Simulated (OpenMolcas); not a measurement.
# C3H3F (SMILES C#CCF) at 6 levels

Wanted: a comparison of 6 runs (HF/def2-SVP, B3LYP/6-31G*, SVWN5/6-311+G**, B3LYP/def2-SVPD, PBE/def2-TZVP, RI-MP2/ANO-L-VTZP) of C3H3F. 

The results are computed with OpenMolcas 26.06.

1 further run of the same task is left out (set aside as unsound or not needed).

**1. The structure to begin with**

C3H3F has 7 atoms, charge 0, and is taken as a singlet. As SMILES, `C#CCF`. Geometry: relaxed at GFN2-xTB.

Bond lengths: C1–C2 1.196 Å, C2–C3 1.449 Å, C3–F4 1.378 Å, C1–H5 1.049 Å, C3–H6 1.097 Å, C3–H7 1.098 Å. Angles: C1–C2–C3 177.7°, C2–C3–F4 111.3°, C2–C1–H5 178.3°, C2–C3–H6 110.7°, C2–C3–H7 110.7°, F4–C3–H6 106.9°, F4–C3–H7 106.9°, H6–C3–H7 110.3°.

**2. Energy and forces at HF/def2-SVP (run 1)**

File mol.input:

```
* C3H3F Hartree-Fock

&GATEWAY
  BasLib=$CurrDir
  BasisSet
  C.def2-SVP....
  C1 -1.092760 0.899130 -0.967350 angstrom
  C2 -0.298580 0.315460 -0.288960 angstrom
  C3 0.634110 -0.439890 0.522160 angstrom
  End of Basis
  BasisSet
  F.def2-SVP....
  F4 0.136220 -1.687160 0.828660 angstrom
  End of Basis
  BasisSet
  H.def2-SVP....
  H5 -1.776800 1.437880 -1.552520 angstrom
  H6 1.576900 -0.597150 -0.017070 angstrom
  H7 0.820910 0.071730 1.475090 angstrom
  End of Basis

&SEWARD

&SCF
  Thresholds=1e-10 1e-07 1e-07 1e-05
  PrOrbitals=1 2

&ALASKA
```

The basis set def2-SVP is read from a file made from the Basis Set Exchange's data (not shown).

On the command line:

```bash
$ export MOLCAS_MEM=1860
$ pymolcas mol.input > mol.log
```

The program printed:

```text
--- Start Module: gateway ---
[...]
--- Stop Module: gateway /rc=_RC_ALL_IS_WELL_ ---
[...]
      Basis functions           71
[...]
--- Start Module: scf ---
[...]
       Convergence after  15 Iterations
[...]
::    Total SCF energy                               -214.5397493207
[...]
      Total spin, S                                     0.0000000000
[...]
      Total electronic charge=   30.000000
      Total            charge=   -0.000000
[...]
      Dipole Moment (debye):
      Origin of the operator (angstrom)=   -0.1012   -0.3764    0.1179
                   X=  7.6740E-01               Y=  1.8349E+00               Z= -4.3108E-01           Total=  2.0351E+00
      Quadrupole Moment (debye*angstrom):
[...]
 *              Molecular gradients               *
 **************************************************
  Irreducible representation: a
 ------------------------------------------------------------------------------------------
                              X                       Y                       Z
 ------------------------------------------------------------------------------------------
  C1               -2.13147388692203E-02    1.17528838546264E-02   -1.74441248411981E-02
  C2                2.18342802159279E-02   -1.08116352988259E-02    1.72938960433489E-02
  C3               -1.04552888642067E-02    2.17703670738825E-02   -1.55523720082394E-02
  F4               -3.22013856061343E-03   -1.32118792156248E-02    4.24897696731552E-03
  H5                9.82459078931841E-03   -6.73762978109904E-03    8.40786532756965E-03
  H6                4.56532886388938E-03   -4.00406251034141E-03   -4.16139299534946E-03
  H7               -1.23403357518925E-03    1.24195587735132E-03    7.20715150653994E-03
 ------------------------------------------------------------------------------------------
[...]
```

Run time: 4.8 s. Hardware: 1 thread of Arm Neoverse V1, shared host; peak memory 0.42 GiB.

**3. Energy and forces at B3LYP/6-31G(d) (spherical functions) (run 2)**

File run.input:

```
* C3H3F Kohn-Sham DFT
&GATEWAY
BASLIB = $CurrDir
COORD
7
angstrom
C       -1.092760       0.899130      -0.967350
C       -0.298580       0.315460      -0.288960
C        0.634110      -0.439890       0.522160
F        0.136220      -1.687160       0.828660
H       -1.776800       1.437880      -1.552520
H        1.576900      -0.597150      -0.017070
H        0.820910       0.071730       1.475090
BASIS = 6-31Gs
GROUP = NoSym
&SEWARD
GRIDINPUT
Grid=UltraFine
End of Grid
&SCF
KSDFT = B3LYP
THRESHOLDS = 1e-10 1e-07 1e-07 1e-05
PRORBITALS = 1 1
&ALASKA
```

The basis set 6-31G* is read from a file made from the Basis Set Exchange's data (not shown).

On the command line:

```bash
$ export MOLCAS_MEM=1860
$ pymolcas run.input > run.log
```

The program printed:

```text
--- Start Module: gateway ---
[...]
--- Stop Module: gateway /rc=_RC_ALL_IS_WELL_ ---
[...]
      Basis functions           62
[...]
--- Start Module: scf ---
[...]
       Convergence after  15 Iterations
[...]
::    Total KS-DFT energy                            -215.8661423642
[...]
      Total spin, S                                     0.0000000000
[...]
      Total electronic charge=   30.000000
      Total            charge=   -0.000000
[...]
      Dipole Moment (debye):
      Origin of the operator (angstrom)=   -0.1012   -0.3764    0.1179
                   X=  5.8456E-01               Y=  1.4620E+00               Z= -3.5445E-01           Total=  1.6140E+00
      Quadrupole Moment (debye*angstrom):
[...]
 *              Molecular gradients               *
 **************************************************
  Irreducible representation: a
 ------------------------------------------------------------------------------------------
                              X                       Y                       Z
 ------------------------------------------------------------------------------------------
  C1                4.53824476005948E-03   -4.96754528551868E-03    4.16876034830871E-03
  C2               -7.89925416180104E-03    7.34483515754980E-03   -6.82880548534648E-03
  C3               -6.49111489725396E-03   -4.69334154384882E-06   -3.63545759104489E-03
  F4                5.93103386369398E-03    1.11126353642295E-02   -2.00892306174083E-03
  H5                9.47199108612873E-03   -7.05026737403802E-03    8.13051032744205E-03
  H6               -1.90183820789214E-03   -4.04724755525926E-03   -1.63863183073465E-03
  H7               -3.64906244297236E-03   -2.38771696542694E-03    1.81254729314428E-03
 ------------------------------------------------------------------------------------------
[...]
```

It took 20 s on 1 thread of Arm Neoverse V1, shared host; peak memory 0.4 GiB.

Runs 3 to 5 aren't shown in full; the table further down has their settings and results.

**4. Energy and forces at RI-MP2/ANO-L-VTZP (RICD fitting) (run 6)**

File mol.xyz:

```xyz
7

C     -1.092760     0.899130    -0.967350
C     -0.298580     0.315460    -0.288960
C      0.634110    -0.439890     0.522160
F      0.136220    -1.687160     0.828660
H     -1.776800     1.437880    -1.552520
H      1.576900    -0.597150    -0.017070
H      0.820910     0.071730     1.475090
```

File test.inp:

```
&GATEWAY
Coord=mol.xyz
Basis=ANO-L-VTZP
Group=NoSym
RICD
&SEWARD
&SCF
PrOrbitals=1
&MBPT2
Frozen=4
Grdt
&ALASKA
```

On the command line:

```bash
$ export MOLCAS_MEM=1860
$ pymolcas test.inp > test.log
```

The program printed:

```text
--- Start Module: gateway ---
[...]
--- Stop Module: gateway /rc=_RC_ALL_IS_WELL_ ---
[...]
      Basis functions          162
[...]
       Convergence after  13 Iterations
[...]
::    Total SCF energy                               -214.8021607381
[...]
      Total spin, S                                     0.0000000000
[...]
      Total electronic charge=   30.000000
      Total            charge=   -0.000000
[...]
--- Start Module: mbpt2 ---
[...]
WARNING!
Default frozen orbitals as non valence orbitals is overwritten by user input.
Default values:   4
[...]
       Reference weight ( Cref**2 )         =        0.82714
::    Total MBPT2 energy                             -215.5116026552
[...]
      Dipole Moment (debye):
      Origin of the operator (angstrom)=   -0.1012   -0.3764    0.1179
                   X=  6.5211E-01               Y=  1.5878E+00               Z= -3.7956E-01           Total=  1.7580E+00
      Quadrupole Moment (debye*angstrom):
[...]
--- Stop Module: mbpt2 /rc=_RC_ALL_IS_WELL_ ---
[...]
--- Start Module: alaska ---
[...]
--- Stop Module: alaska /rc=_RC_ALL_IS_WELL_ ---
[...]
```

Wall time 2.2 min (1 thread of Arm Neoverse V1, shared host); peak memory 0.66 GiB.

**5. All runs side by side**

| run | level | integration grid | integral approximation | energy (Eh) | dipole moment (D) of the reference | HOMO energy (eV) | LUMO energy (eV) | wall time |
| --- | --- | --- | --- | --- | --- | --- | --- | --- |
| 1 | HF/def2-SVP | – | none | -214.539749 | 2.04 | -11.09 | 4.44 | 4.8 s |
| 2 | B3LYP/6-31G* (spherical functions) | UltraFine | none | -215.866142 | 1.61 | -7.57 | 0.51 | 20 s |
| 3 | SVWN5/6-311+G** | UltraFine | none | -214.227535 | 1.83 | -7.16 | -1.40 | 33 s |
| 4 | B3LYP/def2-SVPD | UltraFine | none | -215.732146 | 1.78 | -8.05 | -0.31 | 49 s |
| 5 | PBE/def2-TZVP | UltraFine | none | -215.717448 | 1.56 | -6.94 | -1.00 | 79 s |
| 6 | RI-MP2/ANO-L-VTZP (RICD fitting) | – | RICD | -215.511603 | 1.90 | -11.06 | 1.32 | 2.2 min |

**6. What came out**

| quantity | value |
| --- | --- |
| run 6: total energy | -215.51160 Eh |
| run 6: dipole moment (mean-field density) | 1.90 D |
| run 6: HOMO energy (Hartree–Fock orbitals) | -11.06 eV |
| run 6: LUMO energy (Hartree–Fock orbitals) | 1.32 eV |
| run 6: HOMO–LUMO gap (Hartree–Fock orbitals) | 12.38 eV |
| run 6: correlation energy (4 core orbitals frozen) | -709.4 mEh |
| run 6: largest force on an atom | 1.808 eV/Å |

What this shows: Over runs 1, 2, 3, 4, 5 the dipole moment (its size) runs from 1.56 D (PBE/def2-TZVP) to 2.04 D (HF/def2-SVP). The two ends differ in method and basis. Over runs 1, 2, 3, 4, 5 the HOMO–LUMO gap runs from 5.76 eV (SVWN5/6-311+G**) to 15.53 eV (HF/def2-SVP). Totals of different functionals can't be ranked against each other. All runs together took 5.3 min, the longest 2.2 min.
